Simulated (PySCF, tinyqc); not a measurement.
Inside a calculation (part 1 of 2). Method: RHF in the sto-3g basis, for CH2, spin multiplicity 1. The lowest restricted solution is unstable here: a spin-polarised one lies 0.0327 hartree lower (PySCF). Computed by tinyqc, a small Python program that keeps every step (integrals from PySCF). Settings: charge = 0, multiplicity = 1, basis = sto-3g, energy threshold = 1e-08, iteration cap = 50, orthogonalisation = symmetric, start = core, DIIS depth = 6, method = RHF. Command: `OMP_NUM_THREADS=1 python tinyqc.py 25928 25929 out.jsonl` (the two numbers bound the seeds that draw the settings). One thread of a shared host (Intel(R) Xeon(R) Processor @ 2.60GHz), about 0.1 s of CPU time with the checks. Later iterations appear only in the table of the cycle.

## One-electron integrals

Geometry (angstrom):
```
atom         x          y         z
C     0.000000   0.000000  0.000000
H     0.000000   1.301000  0.625000
H     0.000000  -1.301000  0.625000
```

Basis sto-3g: exponents (1/bohr^2) and contraction coefficients of normalised primitives:
```
element  l (shell)   exponent  coefficient
C            s (1)  71.616837     0.154329
C            s (1)  13.045096     0.535328
C            s (1)   3.530512     0.444635
C            s (2)   2.941249    -0.099967
C            s (2)   0.683483     0.399513
C            s (2)   0.222290     0.700115
C            p (3)   2.941249     0.155916
C            p (3)   0.683483     0.607684
C            p (3)   0.222290     0.391957
H            s (1)   3.425251     0.154329
H            s (1)   0.623914     0.535328
H            s (1)   0.168855     0.444635
```

Overlap, kinetic and nuclear-attraction integrals over the contracted functions; the nuclear repulsion is the sum of Za Zb / Rab.

nuclear repulsion = 4.60298331 hartree

overlap S, lower triangle:
```
           1C 1s     1C 2s    1C 2px     1C 2py    1C 2pz     2H 1s     3H 1s
1C 1s   1.000000
1C 2s   0.248362  1.000000
1C 2px  0.000000  0.000000  1.000000
1C 2py  0.000000  0.000000  0.000000   1.000000
1C 2pz  0.000000  0.000000  0.000000   0.000000  1.000000
2H 1s   0.027772  0.310024  0.000000   0.300840  0.144523  1.000000
3H 1s   0.027772  0.310024  0.000000  -0.300840  0.144523  0.040792  1.000000
```

kinetic energy T (hartree), lower triangle:
```
            1C 1s     1C 2s    1C 2px     1C 2py    1C 2pz      2H 1s     3H 1s
1C 1s   15.891122
1C 2s   -0.085890  0.472250
1C 2px   0.000000  0.000000  1.477728
1C 2py   0.000000  0.000000  0.000000   1.477728
1C 2pz   0.000000  0.000000  0.000000   0.000000  1.477728
2H 1s   -0.008444  0.025338  0.000000   0.087730  0.042145   0.760032
3H 1s   -0.008444  0.025338  0.000000  -0.087730  0.042145  -0.009979  0.760032
```

nuclear attraction V (hartree), lower triangle:
```
             1C 1s      1C 2s     1C 2px     1C 2py     1C 2pz      2H 1s      3H 1s
1C 1s   -34.386009
1C 2s    -4.374345  -5.919320
1C 2px    0.000000   0.000000  -5.831700
1C 2py    0.000000   0.000000   0.000000  -5.942553
1C 2pz   -0.008365  -0.094590   0.000000   0.000000  -5.857283
2H 1s    -0.495739  -1.417156   0.000000  -1.252460  -0.614375  -3.618451
3H 1s    -0.495739  -1.417156   0.000000   1.252460  -0.614375  -0.171557  -3.618451
```

core Hamiltonian H = T + V (hartree), lower triangle:
```
             1C 1s      1C 2s     1C 2px     1C 2py     1C 2pz      2H 1s      3H 1s
1C 1s   -18.494888
1C 2s    -4.460235  -5.447070
1C 2px    0.000000   0.000000  -4.353972
1C 2py    0.000000   0.000000   0.000000  -4.464825
1C 2pz   -0.008365  -0.094590   0.000000   0.000000  -4.379555
2H 1s    -0.504183  -1.391817   0.000000  -1.164730  -0.572229  -2.858419
3H 1s    -0.504183  -1.391817   0.000000   1.164730  -0.572229  -0.181535  -2.858419
```

## Two-electron integrals

Functions are numbered as in S; the eight-fold symmetry (ij|kl) = (ji|kl) = (kl|ij) leaves the list below.

Two-electron integrals (ij|kl) in chemists' order, unique and non-zero (hartree):
```
(11|11) 3.541948    (21|11) 0.576921    (21|21) 0.111888    (22|11) 0.854682
(22|21) 0.205284    (22|22) 0.624709    (31|31) 0.020296    (32|31) 0.030858
(32|32) 0.137996    (33|11) 0.852436    (33|21) 0.205335    (33|22) 0.624568
(33|33) 0.672833    (41|41) 0.020296    (42|41) 0.030858    (42|42) 0.137996
(43|43) 0.036269    (44|11) 0.852436    (44|21) 0.205335    (44|22) 0.624568
(44|33) 0.600295    (44|44) 0.672833    (51|51) 0.020296    (52|51) 0.030858
(52|52) 0.137996    (53|53) 0.036269    (54|54) 0.036269    (55|11) 0.852436
(55|21) 0.205335    (55|22) 0.624568    (55|33) 0.600295    (55|44) 0.600295
(55|55) 0.672833    (61|11) 0.064731    (61|21) 0.012487    (61|22) 0.022907
(61|33) 0.022837    (61|41) 0.000648    (61|42) 0.001226    (61|44) 0.023014
(61|51) 0.000311    (61|52) 0.000589    (61|54) 0.000085    (61|55) 0.022878
(61|61) 0.001422    (62|11) 0.185783    (62|21) 0.045370    (62|22) 0.156119
(62|33) 0.152149    (62|41) 0.003835    (62|42) 0.028748    (62|44) 0.161695
(62|51) 0.001842    (62|52) 0.013811    (62|54) 0.004586    (62|55) 0.154352
(62|61) 0.005282    (62|62) 0.055757    (63|31) 0.004190    (63|32) 0.023320
(63|43) 0.005320    (63|53) 0.002556    (63|63) 0.006083    (64|11) 0.154861
(64|21) 0.038258    (64|22) 0.139578    (64|33) 0.132803    (64|41) 0.006914
(64|42) 0.046490    (64|44) 0.151181    (64|51) 0.001309    (64|52) 0.011131
(64|54) 0.006273    (64|55) 0.134588    (64|61) 0.004615    (64|62) 0.058996
(64|64) 0.067369    (65|11) 0.074395    (65|21) 0.018379    (65|22) 0.067053
(65|33) 0.063798    (65|41) 0.001309    (65|42) 0.011131    (65|44) 0.067516
(65|51) 0.004818    (65|52) 0.028667    (65|54) 0.007106    (65|55) 0.069768
(65|61) 0.002217    (65|62) 0.028342    (65|64) 0.029442    (65|65) 0.020227
(66|11) 0.364602    (66|21) 0.090458    (66|22) 0.355873    (66|33) 0.338778
(66|41) 0.008318    (66|42) 0.086750    (66|44) 0.380035    (66|51) 0.003996
(66|52) 0.041675    (66|54) 0.019820    (66|55) 0.348300    (66|61) 0.010600
(66|62) 0.172600    (66|64) 0.200433    (66|65) 0.096288    (66|66) 0.774606
(71|11) 0.064731    (71|21) 0.012487    (71|22) 0.022907    (71|33) 0.022837
(71|41) -0.000648   (71|42) -0.001226   (71|44) 0.023014    (71|51) 0.000311
(71|52) 0.000589    (71|54) -0.000085   (71|55) 0.022878    (71|61) 0.001377
(71|62) 0.004943    (71|64) 0.004021    (71|65) 0.002084    (71|66) 0.009837
(71|71) 0.001422    (72|11) 0.185783    (72|21) 0.045370    (72|22) 0.156119
(72|33) 0.152149    (72|41) -0.003835   (72|42) -0.028748   (72|44) 0.161695
(72|51) 0.001842    (72|52) 0.013811    (72|54) -0.004586   (72|55) 0.154352
(72|61) 0.004943    (72|62) 0.035875    (72|64) 0.028406    (72|65) 0.017762
(72|66) 0.082719    (72|71) 0.005282    (72|72) 0.055757    (73|31) 0.004190
(73|32) 0.023320    (73|43) -0.005320   (73|53) 0.002556    (73|63) 0.003537
(73|73) 0.006083    (74|11) -0.154861   (74|21) -0.038258   (74|22) -0.139578
(74|33) -0.132803   (74|41) 0.006914    (74|42) 0.046490    (74|44) -0.151181
(74|51) -0.001309   (74|52) -0.011131   (74|54) 0.006273    (74|55) -0.134588
(74|61) -0.004021   (74|62) -0.028406   (74|64) -0.019862   (74|65) -0.013865
(74|66) -0.064327   (74|71) -0.004615   (74|72) -0.058996   (74|74) 0.067369
(75|11) 0.074395    (75|21) 0.018379    (75|22) 0.067053    (75|33) 0.063798
(75|41) -0.001309   (75|42) -0.011131   (75|44) 0.067516    (75|51) 0.004818
(75|52) 0.028667    (75|54) -0.007106   (75|55) 0.069768    (75|61) 0.002084
(75|62) 0.017762    (75|64) 0.013865    (75|65) 0.012146    (75|66) 0.042857
(75|71) 0.002217    (75|72) 0.028342    (75|74) -0.029442   (75|75) 0.020227
(76|11) 0.022374    (76|21) 0.005477    (76|22) 0.019365    (76|33) 0.018908
(76|44) 0.019492    (76|51) 0.000390    (76|52) 0.003086    (76|55) 0.019674
(76|61) 0.000620    (76|62) 0.005851    (76|64) 0.005450    (76|65) 0.003295
(76|66) 0.016312    (76|71) 0.000620    (76|72) 0.005851    (76|74) -0.005450
(76|75) 0.003295    (76|76) 0.000794    (77|11) 0.364602    (77|21) 0.090458
(77|22) 0.355873    (77|33) 0.338778    (77|41) -0.008318   (77|42) -0.086750
(77|44) 0.380035    (77|51) 0.003996    (77|52) 0.041675    (77|54) -0.019820
(77|55) 0.348300    (77|61) 0.009837    (77|62) 0.082719    (77|64) 0.064327
(77|65) 0.042857    (77|66) 0.203310    (77|71) 0.010600    (77|72) 0.172600
(77|74) -0.200433   (77|75) 0.096288    (77|76) 0.016312    (77|77) 0.774606
```

## Orthogonalisation

S = U s U^T; symmetric (Loewdin) form X = U s^(-1/2) U^T, so that X^T S X = 1.

eigenvalues of S: 0.495461  0.553663  0.892983  1.000000  1.083963  1.405545  1.568385

X, lower triangle:
```
            1C 1s      1C 2s    1C 2px     1C 2py     1C 2pz      2H 1s     3H 1s
1C 1s    1.025771
1C 2s   -0.140232   1.113248
1C 2px   0.000000   0.000000  1.000000
1C 2py   0.000000   0.000000  0.000000   1.081727
1C 2pz  -0.004970   0.040334  0.000000   0.000000   1.018277
2H 1s    0.018827  -0.180978  0.000000  -0.176731  -0.082375   1.093142
3H 1s    0.018827  -0.180978  0.000000   0.176731  -0.082375  -0.012548  1.093142
```

## Starting guess

The start is the orbitals of the core Hamiltonian; D = 2 C_occ C_occ^T.

D at the start, lower triangle:
```
            1C 1s      1C 2s    1C 2px     1C 2py     1C 2pz      2H 1s     3H 1s
1C 1s    2.128803
1C 2s   -0.528624   2.163587
1C 2px   0.000000   0.000000  2.000000
1C 2py   0.000000   0.000000  0.000000   2.257542
1C 2pz  -0.168582   0.720511  0.000000   0.000000   0.239970
2H 1s    0.058441  -0.227662  0.000000  -0.262784  -0.075805   0.054548
3H 1s    0.058441  -0.227662  0.000000   0.262784  -0.075805  -0.006629  0.054548
```

## Iteration 1: building the Fock matrix

J_ij = sum D_kl (ij|kl), K_ij = sum D_kl (ik|jl); F = H + J - 0.5 K; E = tr D H + tr D J / 2 - 0.25 tr D K + E_nn.

Coulomb J (hartree), lower triangle:
```
            1C 1s     1C 2s    1C 2px     1C 2py    1C 2pz     2H 1s     3H 1s
1C 1s   12.313269
1C 2s    2.403116  5.497734
1C 2px   0.000000  0.000000  5.538351
1C 2py   0.000000  0.000000  0.000000   5.532429
1C 2pz   0.033613  0.160126  0.000000   0.000000  5.406028
2H 1s    0.269608  1.331352  0.000000   1.169180  0.579849  2.907300
3H 1s    0.269608  1.331352  0.000000  -1.169180  0.579849  0.164451  2.907300
```

exchange K (hartree), lower triangle:
```
           1C 1s     1C 2s    1C 2px     1C 2py    1C 2pz     2H 1s     3H 1s
1C 1s   7.266644
1C 2s   1.289700  1.833041
1C 2px  0.000000  0.000000  1.719389
1C 2py  0.000000  0.000000  0.000000   1.715419
1C 2pz  0.018430  0.442011  0.000000   0.000000  0.573467
2H 1s   0.154424  0.413143  0.000000   0.290117  0.137769  0.171844
3H 1s   0.154424  0.413143  0.000000  -0.290117  0.137769  0.050636  0.171844
```

Fock matrix F (hartree), lower triangle:
```
            1C 1s      1C 2s    1C 2px     1C 2py     1C 2pz      2H 1s      3H 1s
1C 1s   -9.814940
1C 2s   -2.701969  -0.865857
1C 2px   0.000000   0.000000  0.324685
1C 2py   0.000000   0.000000  0.000000   0.209894
1C 2pz   0.016032  -0.155469  0.000000   0.000000   0.739740
2H 1s   -0.311786  -0.267036  0.000000  -0.140609  -0.061264  -0.037041
3H 1s   -0.311786  -0.267036  0.000000   0.140609  -0.061264  -0.042402  -0.037041
```

total energy of this density = -36.73794273 hartree

## Iteration 1: diagonalisation and new density

Diagonalise F' = X^T F X, C = X C', fill 4 alpha and 4 beta electrons from the bottom; D = 2 C_occ C_occ^T. Each column has its largest component positive (the first on a tie).

F' = X^T F X (hartree), lower triangle:
```
           1          2         3          4          5          6         7
1  -9.588703
2  -1.496342  -0.255264
3   0.000000   0.000000  0.324685
4   0.000000   0.000000  0.000000   0.353462
5   0.020518  -0.098160  0.000000   0.000000   0.776043
6  -0.010411  -0.190031  0.000000  -0.218133  -0.107943   0.107978
7  -0.010411  -0.190031  0.000000   0.218133  -0.107943  -0.021594  0.107978
```

orbital energies (hartree): MO1 -9.823048, MO2 -0.265246, MO3 -0.086654, MO4 0.295815, MO5 0.324685, MO6 0.569688, MO7 0.810940

coefficients C:
```
              MO1        MO2        MO3        MO4       MO5        MO6        MO7
1C 1s    0.991875  -0.211450   0.000000  -0.209741  0.000000   0.000000   0.009298
1C 2s    0.032174   0.689365   0.000000   0.921655  0.000000   0.000000   0.020298
1C 2px   0.000000   0.000000   0.000000   0.000000  1.000000   0.000000   0.000000
1C 2py   0.000000   0.000000   0.416211   0.000000  0.000000   1.029257   0.000000
1C 2pz   0.000263   0.125311   0.000000   0.010231  0.000000   0.000000   1.017990
2H 1s   -0.005036   0.335165   0.538793  -0.683113  0.000000  -0.593474  -0.211494
3H 1s   -0.005036   0.335165  -0.538793  -0.683113  0.000000   0.593474  -0.211494
```

D after iteration 1, lower triangle:
```
            1C 1s      1C 2s    1C 2px     1C 2py    1C 2pz     2H 1s     3H 1s
1C 1s    2.145038
1C 2s   -0.614325   2.651414
1C 2px   0.000000   0.000000  0.000000
1C 2py   0.000000   0.000000  0.000000   0.346463
1C 2pz  -0.056763   0.191645  0.000000   0.000000  0.031615
2H 1s    0.134822  -0.797412  0.000000   0.448503  0.070020  1.738606
3H 1s    0.134822  -0.797412  0.000000  -0.448503  0.070020  0.577413  1.738606
```

## Iteration 2: building the Fock matrix

As before.

Coulomb J (hartree), lower triangle:
```
            1C 1s     1C 2s    1C 2px     1C 2py    1C 2pz     2H 1s     3H 1s
1C 1s   10.511808
1C 2s    1.978642  4.516985
1C 2px   0.000000  0.000000  4.442143
1C 2py   0.000000  0.000000  0.000000   4.615064
1C 2pz   0.021857  0.182130  0.000000   0.000000  4.476299
2H 1s    0.222174  1.214821  0.000000   1.129864  0.567561  3.347057
3H 1s    0.222174  1.214821  0.000000  -1.129864  0.567561  0.151128  3.347057
```

exchange K (hartree), lower triangle:
```
           1C 1s     1C 2s    1C 2px     1C 2py    1C 2pz     2H 1s     3H 1s
1C 1s   7.195978
1C 2s   1.173216  1.513573
1C 2px  0.000000  0.000000  0.348595
1C 2py  0.000000  0.000000  0.000000   0.945509
1C 2pz  0.000864  0.168013  0.000000   0.000000  0.433155
2H 1s   0.137573  0.492623  0.000000   0.545983  0.246081  1.453212
3H 1s   0.137573  0.492623  0.000000  -0.545983  0.246081  0.081862  1.453212
```

Fock matrix F (hartree), lower triangle:
```
             1C 1s      1C 2s     1C 2px     1C 2py     1C 2pz      2H 1s      3H 1s
1C 1s   -11.581069
1C 2s    -3.068201  -1.686871
1C 2px    0.000000   0.000000  -0.086126
1C 2py    0.000000   0.000000   0.000000  -0.322516
1C 2pz    0.013060   0.003534   0.000000   0.000000  -0.119833
2H 1s    -0.350795  -0.423308   0.000000  -0.307857  -0.127709  -0.237968
3H 1s    -0.350795  -0.423308   0.000000   0.307857  -0.127709  -0.071338  -0.237968
```

total energy of this density = -37.68891160 hartree

## Iteration 2: DIIS over 2 matrices

error matrix X^T (FDS - SDF) X:
```
           1          2         3          4          5          6          7
1   0.000000   0.000129  0.000000   0.000000   0.053532  -0.009392  -0.009392
2  -0.000129   0.000000  0.000000   0.000000  -0.306986   0.053359   0.053359
3   0.000000   0.000000  0.000000   0.000000   0.000000   0.000000   0.000000
4   0.000000   0.000000  0.000000   0.000000   0.000000  -0.312484   0.312484
5  -0.053532   0.306986  0.000000   0.000000   0.000000  -0.207469  -0.207469
6   0.009392  -0.053359  0.000000   0.312484   0.207469   0.000000   0.000000
7   0.009392  -0.053359  0.000000  -0.312484   0.207469   0.000000   0.000000
```

B (overlaps of the stored error matrices):
```
                1               2
1   1.8194387e+00  -4.2649378e-01
2  -4.2649378e-01   7.6871243e-01
```

Minimise |sum c_i e_i|^2 with sum c_i = 1: solve [B -1; -1 0][c; lambda] = [0; -1] with B_ij = tr e_i^T e_j, and take F = sum c_i F_i.

DIIS coefficients: 0.347329  0.652671

extrapolated F (hartree), lower triangle:
```
             1C 1s      1C 2s    1C 2px     1C 2py     1C 2pz      2H 1s      3H 1s
1C 1s   -10.967642
1C 2s    -2.940998  -1.401709
1C 2px    0.000000   0.000000  0.056561
1C 2py    0.000000   0.000000  0.000000  -0.137595
1C 2pz    0.014092  -0.051692  0.000000   0.000000   0.178721
2H 1s    -0.337246  -0.369030  0.000000  -0.249767  -0.104631  -0.168180
3H 1s    -0.337246  -0.369030  0.000000   0.249767  -0.104631  -0.061288  -0.168180
```

## Iteration 2: diagonalisation and new density

As before.

F' = X^T F X (hartree), lower triangle:
```
            1          2         3          4          5          6         7
1  -10.744183
2   -1.524652  -0.787916
3    0.000000   0.000000  0.056561
4    0.000000   0.000000  0.000000   0.023316
5    0.005905   0.006056  0.000000   0.000000   0.215897
6   -0.014813  -0.197727  0.000000  -0.267145  -0.118992   0.013117
7   -0.014813  -0.197727  0.000000   0.267145  -0.118992  -0.042834  0.013117
```

orbital energies (hartree): MO1 -10.972784, MO2 -0.679701, MO3 -0.338519, MO4 -0.016972, MO5 0.056561, MO6 0.323538, MO7 0.417786

coefficients C:
```
              MO1        MO2        MO3        MO4       MO5        MO6        MO7
1C 1s    0.993799  -0.257261   0.000000   0.121381  0.000000  -0.063656   0.000000
1C 2s    0.024828   0.923926   0.000000  -0.586708  0.000000   0.357264   0.000000
1C 2px   0.000000   0.000000   0.000000   0.000000  1.000000   0.000000   0.000000
1C 2py   0.000000   0.000000   0.608349   0.000000  0.000000   0.000000   0.928715
1C 2pz  -0.000125   0.061880   0.000000   0.456850  0.000000   0.916281   0.000000
2H 1s   -0.003825   0.135484   0.413150   0.594265  0.000000  -0.502208  -0.686889
3H 1s   -0.003825   0.135484  -0.413150   0.594265  0.000000  -0.502208   0.686889
```

D after iteration 2, lower triangle:
```
            1C 1s      1C 2s    1C 2px     1C 2py    1C 2pz     2H 1s     3H 1s
1C 1s    2.137107
1C 2s   -0.568464   2.396963
1C 2px   0.000000   0.000000  0.000000
1C 2py   0.000000   0.000000  0.000000   0.740177
1C 2pz   0.078820  -0.421737  0.000000   0.000000  0.425083
2H 1s    0.066953  -0.447156  0.000000   0.502679  0.559749  1.084429
3H 1s    0.066953  -0.447156  0.000000  -0.502679  0.559749  0.401658  1.084429
```

## Iteration 9 (converged): orbitals

converged F (hartree), lower triangle:
```
             1C 1s      1C 2s    1C 2px     1C 2py     1C 2pz      2H 1s      3H 1s
1C 1s   -11.002721
1C 2s    -2.952093  -1.396009
1C 2px    0.000000   0.000000  0.238081
1C 2py    0.000000   0.000000  0.000000  -0.095535
1C 2pz   -0.022824  -0.016943  0.000000   0.000000  -0.144488
2H 1s    -0.338838  -0.429330  0.000000  -0.306057  -0.188497  -0.265227
3H 1s    -0.338838  -0.429330  0.000000   0.306057  -0.188497  -0.052383  -0.265227
```

As before.

F' = X^T F X (hartree), lower triangle:
```
            1          2         3          4          5          6          7
1  -10.776891
2   -1.539927  -0.729957
3    0.000000   0.000000  0.238081
4    0.000000   0.000000  0.000000   0.108958
5   -0.040535   0.078605  0.000000   0.000000  -0.088252
6   -0.003134  -0.267273  0.000000  -0.325325  -0.189166  -0.042138
7   -0.003134  -0.267273  0.000000   0.325325  -0.189166  -0.015185  -0.042138
```

orbital energies (hartree): MO1 -11.008037, MO2 -0.718373, MO3 -0.424068, MO4 -0.260427, MO5 0.238081, MO6 0.334413, MO7 0.506072

coefficients C:
```
              MO1        MO2        MO3        MO4       MO5        MO6        MO7
1C 1s    0.993733  -0.236007   0.000000   0.108849  0.000000   0.132490   0.000000
1C 2s    0.025153   0.820193   0.000000  -0.484488  0.000000  -0.646561   0.000000
1C 2px   0.000000   0.000000   0.000000   0.000000  1.000000   0.000000   0.000000
1C 2py   0.000000   0.000000   0.517604   0.000000  0.000000   0.000000   0.982184
1C 2pz   0.003208   0.084372   0.000000   0.781686  0.000000  -0.658748   0.000000
2H 1s   -0.004186   0.235663   0.476382   0.319344  0.000000   0.682788  -0.644647
3H 1s   -0.004186   0.235663  -0.476382   0.319344  0.000000   0.682788   0.644647
```

D after iteration 9, lower triangle:
```
            1C 1s      1C 2s    1C 2px     1C 2py    1C 2pz      2H 1s     3H 1s
1C 1s    2.110104
1C 2s   -0.442622   1.816155
1C 2px   0.000000   0.000000  0.000000
1C 2py   0.000000   0.000000  0.000000   0.535829
1C 2pz   0.136722  -0.618871  0.000000   0.000000  1.236325
2H 1s   -0.050035   0.076931  0.000000   0.493155  0.538993   0.768949
3H 1s   -0.050035   0.076931  0.000000  -0.493155  0.538993  -0.138809  0.768949
```
